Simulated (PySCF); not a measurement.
**TPSS/def2-TZVPPD run of BF (SMILES [B]F)**

What is the vertical electron affinity of BF at TPSS/def2-TZVPPD? Input form: a Python script.

The results are computed with PySCF 2.14.0.

4 further runs of the same task are left out: 4 set aside as unsound or not needed.

### 1 The structure to begin with

BF: 2 atoms, total charge 0, spin state singlet. SMILES: `[B]F`. Geometry: relaxed at PBE0-D4/def2-TZVP.

Bond lengths: B1–F2 1.263 Å.

### 2 The energy at TPSS/def2-TZVPPD

The input, mol.xyz:

```xyz
2
BF
B      0.000000     0.000000    -0.009350
F      0.000000     0.000000     1.253740
```

The input, calc.py:

```python
# 13768-60-0
from pyscf import gto, dft

molecule = gto.M(
    atom='mol.xyz',
    charge=0,
    max_memory=1860,
    verbose=3,
    basis='def2-tzvppd',
)

myscf = dft.RKS(molecule)
myscf.xc = 'tpss'
myscf.grids.level = 5
myscf.conv_tol = 1e-10
myscf.kernel()
if not myscf.converged:
    myscf = myscf.newton().run(myscf.mo_coeff, myscf.mo_occ)

energy = myscf.e_tot
print('E = %.10f Eh' % energy)
```

Launch:

```bash
$ OMP_NUM_THREADS=1 python calc.py
```

Log:

```text
converged SCF energy = -124.726249048791
E = -124.7262490488 Eh
```

It took 6.9 s on 1 thread of Arm Neoverse V2, shared host; peak memory 0.4 GiB.

### 3 The doublet anion, same level

Edit mol.xyz of step 2 so:

```diff
@@ -1,3 +1,3 @@
 2
-BF
+
 B      0.000000     0.000000    -0.009350
```

The input, input.py:

```python
from pyscf import gto, dft

mol = gto.Mole()
mol.atom = 'mol.xyz'
mol.basis = 'def2-tzvppd'
mol.max_memory = 1860
mol.verbose = 3
mol.charge = -1
mol.spin = 1
mol.build()

calc0 = dft.UKS(mol, xc='tpss')
calc0.conv_tol = 1e-10
calc0.grids.level = 5
calc0.kernel()
if not calc0.converged:
    calc0 = calc0.newton().run(calc0.mo_coeff, calc0.mo_occ)

e_final = calc0.e_tot
print('E = %.10f Eh' % e_final)
```

Launch:

```bash
$ OMP_NUM_THREADS=1 python input.py
```

Log:

```text
WARN: HOMO -0.0724315356069883 >= LUMO -0.072431535606984

converged SCF energy = -124.687440398529  <S^2> = 0.75562369  2S+1 = 2.0056158
E = -124.6874403985 Eh
```

It took 18 s on 1 thread of Arm Neoverse V2, shared host; peak memory 0.4 GiB.

### 4 Results

At TPSS/def2-TZVPPD:

| quantity | value |
| --- | --- |
| singlet BF: total energy | -124.72625 Eh |
| singlet BF: dipole moment | 1.08 D |
| singlet BF: HOMO energy | -6.94 eV |
| singlet BF: LUMO energy | -1.93 eV |
| singlet BF: HOMO–LUMO gap | 5.01 eV |
| doublet anion: total energy | -124.68744 Eh |
| doublet anion: HOMO energy (highest over α and β) | 3.82 eV |
| doublet anion: LUMO energy (lowest over α and β) | 4.01 eV |
| doublet anion: ⟨S²⟩ | 0.756 |
| vertical electron affinity (to the doublet anion) | -1.056 eV |

The anion lies 1.06 eV (102 kJ/mol) above the neutral: the electron isn't bound at this level, and such a value depends on the basis. The HOMO (doublet anion) lies at positive energy, 3.82 eV, as semi-local functionals often give for anions; only total energies tell whether the electron is bound.
